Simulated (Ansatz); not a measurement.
# ClH3OSi: the cost of one run

Computed with Ansatz 0.2.0, Gaussian basis. Level: PBE0-D4/def2-SVP.

### Step 1. Where the work starts

The start, a first-order saddle point found at PBE0-D4 in triple zeta: 6 atoms, charge 0, spin multiplicity 1.

Atoms are counted from 1 here; the program's logs count them from 0.

Bond lengths: Si1–Cl2 2.078 Å, Si1–H3 1.630 Å, Si1–O4 1.867 Å, Si1–H5 1.496 Å, H3–O4 1.268 Å, O4–H6 0.968 Å. Angles: Cl2–Si1–H3 117.6°, Cl2–Si1–O4 102.9°, Cl2–Si1–H5 102.5°, H3–Si1–O4 41.8°, H3–Si1–H5 129.7°, O4–Si1–H5 102.9°, Si1–H3–O4 79.2°, Si1–O4–H3 59.0°, Si1–O4–H6 112.9°, H3–O4–H6 110.4°.

Geometry (Å):

```
Si   -0.4308    0.4822    0.5103
Cl    0.4940    1.9124   -0.6800
H     0.4780   -0.7636    1.0372
O     0.2515   -1.1226   -0.1577
H    -1.8344    0.4894   -0.0068
H     1.0418   -0.9978   -0.7029
```

### Step 2. Dynamics

md/in.yaml

```yaml
crystal:
  periodic: [false, false, false]
  atoms:
    - {symbol: Si, position_ang: [-0.430778, 0.482189, 0.510302]}
    - {symbol: Cl, position_ang: [0.493972, 1.912417, -0.680016]}
    - {symbol: H, position_ang: [0.477961, -0.763559, 1.037177]}
    - {symbol: O, position_ang: [0.251474, -1.122568, -0.157656]}
    - {symbol: H, position_ang: [-1.834402, 0.489351, -0.006775]}
    - {symbol: H, position_ang: [1.041772, -0.997831, -0.702932]}
basis:
  gaussian: {orbitals: def2-SVP}
hamiltonian: {xc: pbe0, dispersion: d4}
md: {n_steps: 80, timestep: 1.0, temperature: 100, ensemble: nve, seed: 220, initial_velocities: maxwell_boltzmann}
```

On the command line:

```sh
> ansatz run in.yaml --threads 2 --pin off --events-out ev --progress --plain --max-ram 4352MiB
```

**Question.** How long does this run take on 2 threads of Arm Neoverse V2, shared host?

About 53 s.
